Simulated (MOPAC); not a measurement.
A run for MOPAC: PM3 on C2H4 (SMILES C=C).

```
PM3 1SCF PRECISE CHARGE=0 THREADS=1
C2H4

C      0.00000000 1     0.00000000 1     0.66559300 1
C      0.00000000 1    -0.00000000 1    -0.66559300 1
H      0.00000000 1     0.92149500 1     1.23166800 1
H      0.00000000 1    -0.92149500 1     1.23166800 1
H      0.00000000 1     0.92149500 1    -1.23166800 1
H      0.00000000 1    -0.92149500 1    -1.23166800 1
```

It printed:

```
*******************************************************************************
 **                                                                           **
 **                              MOPAC v23.2.5                                **
 **                                                                           **
 *******************************************************************************
 ** MOPAC's Digital Object Identifier: https://doi.org/10.5281/zenodo.6511958 **
 **                                                                           **
 ** Please cite the open-source release paper for use of this MOPAC version:  **
 ** J. E. Moussa and J. J. P. Stewart (2026)                                  **
 ** MOPAC: An open-source semiempirical molecular orbital program             **
 ** J. Open Source Softw., 11(119), 8025, https://doi.org/10.21105/joss.08025 **
 *******************************************************************************

                              PM3 CALCULATION RESULTS

 *******************************************************************************
 *  PM3        - The PM3 Hamiltonian to be used
 *
 *
 *
 *                 CHARGE ON SYSTEM = 0
 *
 *
 *
 *  PRECISE    - TIGHTER CRITERIA TO BE USED
 *  1SCF       - DO 1 SCF AND THEN STOP
 *  THREADS=1  - MULTI-THREADING NOT USED
 *  T=         - A TIME OF 172800.0 SECONDS REQUESTED
 *  DUMP=N     - RESTART FILE WRITTEN EVERY 7200.0 SECONDS REQUESTED
 *******************************************************************************
PM3 1SCF PRECISE CHARGE=0 THREADS=1
 C2H4

   ATOM   CHEMICAL          X               Y               Z
  NUMBER   SYMBOL      (ANGSTROMS)     (ANGSTROMS)     (ANGSTROMS)

     1       C          0.00000000  *   0.00000000  *   0.66559300  *
     2       C          0.00000000  *  -0.00000000  *  -0.66559300  *
     3       H          0.00000000  *   0.92149500  *   1.23166800  *
     4       H          0.00000000  *  -0.92149500  *   1.23166800  *
     5       H          0.00000000  *   0.92149500  *  -1.23166800  *
     6       H          0.00000000  *  -0.92149500  *  -1.23166800  *



          CARTESIAN COORDINATES

    NO.       ATOM           X           Y           Z

     1         C          0.0000      0.0000      0.6656
     2         C          0.0000     -0.0000     -0.6656
     3         H          0.0000      0.9215      1.2317
     4         H          0.0000     -0.9215      1.2317
     5         H          0.0000      0.9215     -1.2317
     6         H          0.0000     -0.9215     -1.2317

  H: (PM3): J. J. P. STEWART, J. COMP. CHEM. 10, 209 (1989).
  C: (PM3): J. J. P. STEWART, J. COMP. CHEM. 10, 209 (1989).

           Empirical Formula: C2 H4  =     6 atoms



      MOLECULAR POINT GROUP   :   D2h


      RHF CALCULATION, NO. OF DOUBLY OCCUPIED LEVELS = 6


 -------------------------------------------------------------------------------
 PM3 1SCF PRECISE CHARGE=0 THREADS=1
 C2H4



     1SCF WAS SPECIFIED, SO BFGS WAS NOT USED
     SCF FIELD WAS ACHIEVED


                              PM3 CALCULATION
                                                       MOPAC v23.2.5 Linux




          FINAL HEAT OF FORMATION =         16.91135 KCAL/MOL =      70.75710 KJ/MOL


          COSMO AREA              =         71.32 SQUARE ANGSTROMS
          COSMO VOLUME            =         53.05 CUBIC ANGSTROMS

          IONIZATION POTENTIAL    =         10.584109 EV
          HOMO LUMO ENERGIES (EV) =        -10.584  1.177
          NO. OF FILLED LEVELS    =          6
          MOLECULAR WEIGHT        =         28.0536         POINT GROUP:  D2h

          MOLECULAR DIMENSIONS (Angstroms)

            Atom       Atom       Distance
            H     5    H     4     3.07646
            H     6    H     3     2.95138
            C     1    C     2     0.00000


          SCF CALCULATIONS        =          1





   ATOM   CHEMICAL          X               Y               Z
  NUMBER   SYMBOL      (ANGSTROMS)     (ANGSTROMS)     (ANGSTROMS)

     1       C          0.00000000  *   0.00000000  *   0.66559300  *
     2       C          0.00000000  *  -0.00000000  *  -0.66559300  *
     3       H          0.00000000  *   0.92149500  *   1.23166800  *
     4       H          0.00000000  *  -0.92149500  *   1.23166800  *
     5       H          0.00000000  *   0.92149500  *  -1.23166800  *
     6       H          0.00000000  *  -0.92149500  *  -1.23166800  *

                             CARTESIAN COORDINATES

   1    C        0.000000000     0.000000000     0.665593000
   2    C        0.000000000    -0.000000000    -0.665593000
   3    H        0.000000000     0.921495000     1.231668000
   4    H        0.000000000    -0.921495000     1.231668000
   5    H        0.000000000     0.921495000    -1.231668000
   6    H        0.000000000    -0.921495000    -1.231668000


           Empirical Formula: C2 H4  =     6 atoms



      MOLECULAR POINT GROUP   :   D2h


                  EIGENVALUES
 -32.96395 -20.92604 -16.27562 -15.07689 -12.06741 -10.58411   1.17696   3.65195
   3.99244   4.17663   5.53543   5.67697


              NET ATOMIC CHARGES AND DIPOLE CONTRIBUTIONS

  ATOM NO.   TYPE          CHARGE      No. of ELECS.   s-Pop       p-Pop
    1          C          -0.155771        4.1558     1.18389     2.97188
    2          C          -0.155771        4.1558     1.18389     2.97188
    3          H           0.077886        0.9221     0.92211
    4          H           0.077886        0.9221     0.92211
    5          H           0.077886        0.9221     0.92211
    6          H           0.077886        0.9221     0.92211
 DIPOLE           X         Y         Z       TOTAL
 POINT-CHG.     0.000    -0.000    -0.000     0.000
 HYBRID        -0.000     0.000     0.000     0.000
 SUM           -0.000    -0.000    -0.000     0.000


          ATOMIC ORBITAL ELECTRON POPULATIONS

     Atom    s        px        py        pz
    1  C   1.18389   1.00000   1.00587   0.96601
    2  C   1.18389   1.00000   1.00587   0.96601
    3  H   0.92211
    4  H   0.92211
    5  H   0.92211
    6  H   0.92211

 **********************
 *                    *
 * JOB ENDED NORMALLY *
 *                    *
 **********************




 == MOPAC DONE ==
```

The run finished.

Cost: about 0.020 core-seconds (a rough figure).
